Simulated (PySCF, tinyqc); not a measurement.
Starting guesses with plain Roothaan steps: SCF starting guesses in the sto-3g basis, for LiH, spin multiplicity 1. Computed by the program tinyqc with PySCF. Command: `OMP_NUM_THREADS=1 python tinyqc.py 114388 114389 out.jsonl`; one thread of a shared host (Intel(R) Xeon(R) Processor @ 2.60GHz), about 0.5 s.

Geometry (angstrom):
```
atom       x       y       z
Li    0.0000  0.0000  0.0000
H     0.0000  0.0000  2.0760
```

lowest restricted solution found by these runs and by PySCF = -7.822511 hartree

RHF with one setting changed at a time; a run stops when the energy changes by less than 1e-09 hartree and the error matrix is below 1e-5. Starts: the lowest orbitals of the core Hamiltonian, of the Wolfsberg-Helmholz matrix (K = 1.75), projected atomic densities, random orbitals, and the highest orbitals of the core Hamiltonian (a deliberately bad start).

Largest element of the error matrix X^T (FDS - SDF) X:
```
iteration     core  Wolfsberg-Helmholz  atomic densities   random  highest core orbitals
1          1.8e-01             4.5e-02           1.1e-01  1.4e+00                1.2e-01
2          2.1e-02             2.5e-02           7.9e-02  1.3e-01                1.8e-01
3          7.0e-03             1.5e-02           1.1e-02  6.2e-02                2.6e-01
4          3.8e-03             8.7e-03           5.9e-03  3.5e-02                1.1e-02
5          2.0e-03             4.9e-03           3.0e-03  1.8e-02                2.8e-03
6          1.1e-03             2.7e-03           1.6e-03  8.2e-03                1.5e-03
8          3.2e-04             7.9e-04           4.6e-04  1.7e-03                4.3e-04
10         9.4e-05             2.3e-04           1.3e-04  3.6e-04                1.3e-04
14         8.0e-06             2.0e-05           1.1e-05  1.5e-05                1.1e-05
```

How each run ends:
```
run                    iterations  E (hartree)         state
core                           15     -7.82251  lowest found
Wolfsberg-Helmholz             16     -7.82251  lowest found
atomic densities               15     -7.82251  lowest found
random                         16     -7.82251  lowest found
highest core orbitals          15     -7.82251  lowest found
```

5 of 5 runs reach the lowest restricted solution found, in 15 to 16 iterations (fastest: core, atomic densities, highest core orbitals). The first errors are 2e-01, 4e-02, 1e-01, 1e+00, 1e-01. The restricted reference is unstable here: a spin-polarised solution lies 0.0004 hartree lower (PySCF), so results built on it describe a poor reference.
